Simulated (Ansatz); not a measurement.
Results of revPBE (PAW; Ansatz, a quantum-chemistry and plane-wave program) for rock-salt GdN.

Input:

Ansatz 0.2 input:
```yaml
crystal:
  lattice:
    - [0.0, 2.4551159763, 2.4551159763]
    - [2.4551159763, 0.0, 2.4551159763]
    - [2.4551159763, 2.4551159763, 0.0]
  atoms:
    - { symbol: Gd, position: [0.0, 0.0, 0.0], spin: 7.0 }
    - { symbol: N, position: [0.5, 0.5, 0.5], spin: 0.0 }
basis:
  ecutwfc: 520
  ecutrho_ratio: 4
  xc_grid: 2
kpoints:
  mp_grid: { grid: [12, 12, 12] }
hamiltonian:
  xc: revpbe
  dispersion: none
  pseudopotentials: { kind: paw }
scf:
  occupations: { method: fermi_dirac, width: 0.01 }
  convergence: { dr2_threshold: 0.0000000002 }
output:
  forces: true
  stress: true
  eigenvalues: true
magnetization:
  spin_polarized: true
```

**Question.** How many irreducible k-points, plane waves at Γ does the program set up, and what pressure does the run end with?

**Answer.** 72 irreducible k-points, 821 plane waves at Γ; P = 9.80 GPa, so the cell is compressed on average and its volume would grow at this level.

Excerpt of the program's output:

```
Crystal: 2 atoms, lattice volume = 29.597 Å³
Basis set: ecut = 520 eV, 821 PW (Γ), exchange–correlation on 54×54×54 points (8 copies of the dense FFT grid, shifted against one another)
Bands: 19, of which v1, the nominal top of the filled ones, is band 12 counted from 1 (11 counted from 0)
Symmetry: 48 space group operations
Space group: Fm-3m (ITA 225), of the structure as read, at distance tolerance 3.1e-5 Å
k-points: 72 of 1728
Initial density: superposition of atomic densities (chi_scale 0.1, normalization cell, long waves kept (reshape's long-wave potential 0.00 eV rms))
Functional: x = revpbe(κ = 1.245, μ = 0.2195149727645171), c = pbe(β = 0.06672455060314922)
spin=Collinear: Kerker preconditioning applied to the charge; magnetization (m = ρ↑ − ρ↓) channel mixes plain (no charge-response kernel on spin).
SCF 1 converged in 15 iterations: F = -9728.126494 eV  dr2 = 6.57e-12
SCF converged after 15 iterations
Magnetization: 7.0000 μB (15.0000 up, 8.0000 down)
Free energy (F): -9728.126494 eV
Internal energy: -9728.126490 eV  (E = F + TS)
E sigma→0 (E₀):  -9728.126492 eV
Fermi energy:    15.458890 eV
--- Forces (eV/Å), atoms counted from 1 ---
  atom   1  Gd    -0.00000000     0.00000000    -0.00000000
  atom   2  N      0.00000000    -0.00000000     0.00000000
--- Stress (GPa, compression-positive) ---
        9.801980      -0.000000       0.000000
        0.000000       9.801980       0.000000
       -0.000000       0.000000       9.801980
  P = ⅓ Tr σ = 9.8020 GPa (98.020 kbar)
```

The cell is one volume of an energy–volume scan, off the minimum.

The PAW data were made under PBE.

Note: the 4f shell is treated without U or exact exchange, so its levels and filling can be wrong.
